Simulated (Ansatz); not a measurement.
## NiBi (Cmcm)

All numbers below come from DFT PBEsol, scalar-relativistic, plane waves, PAW in Ansatz.

Settings: cutoff 420 eV, Γ-centred mesh 12×12×10 on the computed 4-atom cell, Gaussian smearing of 0.10 eV; no spin polarisation.

The structure is relaxed at this level of theory with its symmetry kept.

Symmetry: Cmcm, No. 63, orthorhombic system. The conventional cell has a = 3.688 Å, b = 9.950 Å, c = 3.979 Å, α = 90.00°, β = 90.00°, γ = 90.00°. Ni (site symmetry m2m) has 2 Ni at 2.50 Å and 7 Bi at 2.79 to 2.84 Å as nearest neighbours. Bi (site symmetry m2m) has 7 Ni at 2.79 to 2.84 Å as nearest neighbours.

```
Volume per atom                                                   : 18.25 Å³
Formation energy from the elements' standard states (uncorrected) : +0.019 eV/atom
Kohn–Sham band gap                                                : none (metal)
Density of states at the Fermi level                              : 2.55 states/eV per cell
Löwdin character within 0.5 eV of the Fermi level                 : Ni 3d 54 %, Bi 6p 34 %
Bulk modulus                                                      : 103 GPa
Its pressure derivative                                           : 5.5
Bader charges (e)                                                 : Ni (2 in the cell) -0.25, Bi (2 in the cell) 0.25
```

Spin-orbit coupling is left out, which matters for the bands of heavy elements.

A ferromagnetic start lost its moments in a first run, so spin was left out; other magnetic orders weren't tried.

Cost: 9 runs of about 33 core-minutes in all, on Arm Neoverse V1 (shared hosts).